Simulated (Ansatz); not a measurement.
## A small benchmark: atomisation enthalpy at 298 K

6 molecules with open shells; the atomisation enthalpy at 298 K in kJ/mol, computed less measured. Shapes, held fixed at every level: PBE0-D4/def2-TZVP. Flexible molecules stand in one conformer, not always the lowest. Thermal terms are harmonic and unscaled (PBE0-D4/def2-TZVP); the spin-orbit lowering of the free atoms is taken from their spectra. Programs: Ansatz 0.2.0. Measured values: Active Thermochemical Tables.

Levels: A = B3LYP-D4/def2-TZVPP; B = r2SCAN0-D4/def2-TZVPP; C = wB97M-V/def2-TZVPP.

```csv
molecule,from tabulated heats,A,B,C
C2HO (ethynyloxy radical),1723,+19,-28,+10
CH3 (methyl radical),1224,+11,+7,-1
N2H3 (SMILES [NH]N),1374,+42,-42,+23
C2H3O (acetyl radical),2347,+9,-36,+6
C3H3 (propargyl radical),2453,+17,-16,+2
C3H3 (cyclopropenyl radical),2318,+11,-7,+11
```

Task: Sum up the errors.

Result: 
| level | kind | mean error | mean absolute error | worst case |
| --- | --- | --- | --- | --- |
| B3LYP-D4/def2-TZVPP | global hybrid | +18.2 | 18.2 | N2H3 |
| r2SCAN0-D4/def2-TZVPP | global hybrid | -20.3 | 22.7 | N2H3 |
| wB97M-V/def2-TZVPP | range-separated hybrid | +8.5 | 8.8 | N2H3 |

On this set wB97M-V/def2-TZVPP has the smallest mean absolute error and r2SCAN0-D4/def2-TZVPP the largest. B3LYP-D4/def2-TZVPP is too high in 6 of 6; r2SCAN0-D4/def2-TZVPP is too low in 5 of 6; wB97M-V/def2-TZVPP is too high in 5 of 6. Open shells run unrestricted. The set is small.
